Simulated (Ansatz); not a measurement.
The first iterations of a band of AlH3O + H4Si (10 atoms, charge 0, multiplicity 1).

These are results of RKS PBE-D4/def2-SVP in Ansatz 0.2.0, not measurements.

```json
{
 "movable images": "5",
 "climbing image": "yes",
 "spring": "5.0 eV/Å²",
 "optimiser": "quadratic models (default)",
 "start path": "through a guess of the saddle point",
 "force threshold": "0.03 eV/Å",
 "iteration limit": "60",
 "end points": "relaxed"
}
```

Image 0:

```xyz
10
Properties=species:S:1:pos:R:3
Al 0.597 -1.182 -0.655
O 1.834 -0.677 -1.753
H -0.949 -1.136 -1.092
H 1.132 -1.934 0.645
H 0.417 0.664 0.408
Si -0.883 1.047 1.104
H 1.634 -0.291 -2.620
H -0.508 2.023 2.182
H -1.787 1.682 0.090
H -1.486 -0.194 1.689
```

Image 6:

```xyz
10
Properties=species:S:1:pos:R:3
Al 0.070 -1.227 -0.168
O 1.106 -0.026 -1.487
H -0.916 -1.992 -1.180
H 1.358 -1.978 0.441
H 0.599 0.758 -1.783
Si -0.879 0.662 1.118
H 1.935 0.322 -1.100
H 0.161 1.411 1.930
H -1.423 1.716 0.163
H -2.012 0.355 2.067
```

| iteration | highest image above the first end (eV) | largest band force component (eV/Å) |
| --- | --- | --- |
| 1 | 1.921 | 10.510 |
| 2 | 1.352 | 1.784 |
| 3 | 1.257 | 2.413 |
| 4 | 1.167 | 0.603 |
| 5 | 1.135 | 1.158 |
| 6 | 0.973 | 0.550 |

Does the band converge within its limit, and where does its top end?

The run converged. It ended after 18 iterations with the highest image 1.085 eV above the first end. A vibrational analysis at the climbing image gives one clearly imaginary mode, 1085i cm⁻¹: a first-order saddle point. The orbitals stay closed-shell, which can raise the energy where a bond breaks towards radicals; this wasn't checked here.

Time of the run: 120 s on 2 threads of Intel(R) Xeon(R) Platinum 8259CL CPU @ 2.50GHz (Skylake/Cascade Lake), on a shared host, peak memory 0.13 GiB.
